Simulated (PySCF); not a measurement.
C₂HF.
SMILES: `C#CF`

Theory: PBE0-D3(BJ)/def2-SVP geometry optimisation, gas phase in PySCF 2.14.0.

Masses are those of the commonest isotopes; rigid-rotor values at the optimised geometry. 

Question: What are the moment of inertia and the rotational constant?

Answer: I = 52.012 u·Å², B = 505379 MHz·u·Å²/I = 9717 MHz (0.3241 cm⁻¹, or 0.466 K as hB/k).

Question: List the first levels of a rigid rotor in a Σ state.

Answer: E(J) = BJ(J+1): J = 1: 0.648, J = 2: 1.945, J = 3: 3.889, J = 4: 6.482, J = 5: 9.723, J = 6: 13.613 cm⁻¹.

Question: Where do the first rotational lines fall?

Answer: The dipole is 0.52 D; J+1 ← J lies at 2B(J+1): 1 ← 0 at 19.43 GHz, 2 ← 1 at 38.87 GHz, 3 ← 2 at 58.30 GHz, 4 ← 3 at 77.73 GHz, 5 ← 4 at 97.17 GHz, 6 ← 5 at 116.60 GHz.

Question: Estimate the classical rotational partition function at 25 K, 298.15 K and 500 K.

Answer: Point group C∞v, symmetry number σ = 1; q = kT/(σhB), k/h = 20836.6 MHz/K: 53.6 at 25 K, 639 at 298.15 K, 1070 at 500 K.

Stationary, but not proved a minimum. Constants of a rigid frame at the computed geometry: no zero-point averaging, no centrifugal distortion.

On an Arm Neoverse V1 with one thread, no GPU, on a shared host, this took 3.1 s and 0.26 GiB of memory at its peak. This is the geometry optimisation.
